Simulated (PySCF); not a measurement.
**Neon: a sound run and one with changed settings**

Sound run: Ne [Ne], Ne⁺ [He] 2s2 2p5. Calculation: PySCF 2.14, in cc-pVDZ-DK; scalar relativity by spin-free X2C-1e. In the sound run the correlated levels freeze 1s2. The sound run starts from symmetry-adapted Hartree-Fock orbitals and uses a fine grid where one is needed.

Changed run: a valence shell is frozen. This setting is unsound on purpose.

| species | method | sound run (hartree) | changed run (hartree) | converged |
| --- | --- | --- | --- | --- |
| Ne | MP2 | -128.81092 | -128.76542 | yes |
| Ne | CCSD(T) | -128.81544 | -128.76923 | yes |
| Ne⁺ | MP2 | -128.03717 | -127.98976 | yes |
| Ne⁺ | CCSD(T) | -128.04846 | -127.99639 | yes |

Ionisation energy of Ne:

```json
{"method": "UHF", "sound run (eV)": "19.646", "changed run (eV)": "19.646"}
{"method": "MP2", "sound run (eV)": "21.055", "changed run (eV)": "21.107"}
{"method": "SCS-MP2", "sound run (eV)": "20.931", "changed run (eV)": "21.026"}
{"method": "CCSD", "sound run (eV)": "20.870", "changed run (eV)": "21.023"}
{"method": "CCSD(T)", "sound run (eV)": "20.870", "changed run (eV)": "21.030"}
```

Freezing a valence shell removes pair correlation that changes on ionisation.

For comparison, NIST gives 21.565 eV between the lowest levels.
